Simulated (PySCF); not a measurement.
Species: C₄H₄FN.
Cartesian coordinates in Å at the PBE0-D3(BJ)/def2-SVP level; atoms count from 1:
```
atom  x, y, z in Å
F1     2.4915   -0.4059    0.7558
C2     1.1996   -0.0997    0.8220
C3     0.4048   -0.1440   -0.2459
C4    -1.0338    0.1987   -0.2140
C5    -1.9195   -0.2443    0.8473
N6    -1.5775    0.9505    0.9929
H7     0.8807    0.1979    1.8257
H8     0.8422   -0.4302   -1.2068
H9    -1.4650    0.4821   -1.1823
H10   -2.4911   -1.0183    1.3678
```

The closed-shell ground state was solved at several levels (PySCF, density fitting, gas phase, non-relativistic).

```csv
level,basis functions,total energy (Eh),HOMO (eV),LUMO (eV),gap (eV),dipole (D)
B3LYP/def2-SVPD,155,-309.1025,-6.82,-1.17,5.65,2.49
PBE0/pcSseg-1,122,-308.9387,-6.94,-0.74,6.20,2.48
PBE/pcSseg-2,272,-309.0880,-5.80,-2.01,3.79,2.30
```

(1) Estimate the row for B3LYP/pcJ-1, a basis of 202 functions; the other rows only guide the guess.

(2) Over all these levels, which gives the widest orbital gap and which the narrowest?

(3) How far do the dipole and the HOMO energy spread over the levels?

Results:

(1) Total energy -309.3211 Eh, HOMO -6.71 eV, LUMO -0.99 eV, gap 5.72 eV, dipole 2.48 D.

(2) PBE0/pcSseg-1 (global hybrid, 25 % exact exchange) has the widest, 6.20 eV, and PBE/pcSseg-2 (GGA) the narrowest, 3.79 eV. Functional and basis both differ between the two, so the spread mixes both effects.

(3) The dipole runs from 2.30 to 2.49 D (mean 2.44 D) and the HOMO from -6.94 to -5.80 eV.

One conformer stands for the species.
